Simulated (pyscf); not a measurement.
Elementary routes open to H₂C=CH–Cl (SMILES C=CCl) + CH₃• (SMILES [CH3]) in the gas phase (doublet surface):
A. H₃C–CH₂–CH•–Cl (SMILES CC[CH]Cl) (none broken; C–C formed)
B. •H₂C–CH(CH₃)–Cl (SMILES [CH2]C(C)Cl) (none broken; C–C formed)

Single points on ωB97X-D3(BJ)/def2-SVP structures (PySCF, gas phase).

Q: Rank the routes by free-energy barrier at 298 K, lowest first, for ωB97M-D3(BJ)/def2-TZVP energies (ideal gas, 1 atm, RRHO with modes under 100 cm⁻¹ raised to 100, one conformer, R ln 2 for chiral ones without a mode under 150 cm⁻¹).

A: A (61.3 kJ/mol), B (77.2 kJ/mol)

Route A is the fastest of these, ahead of the next by 15.9 kJ/mol. The most stable products are those of A (ΔG = -72.5 kJ/mol), so kinetics and thermodynamics agree. At 1200 K A is still the fastest. Only these routes are compared; each barrier is that of the saddle found, and lower ones may exist.
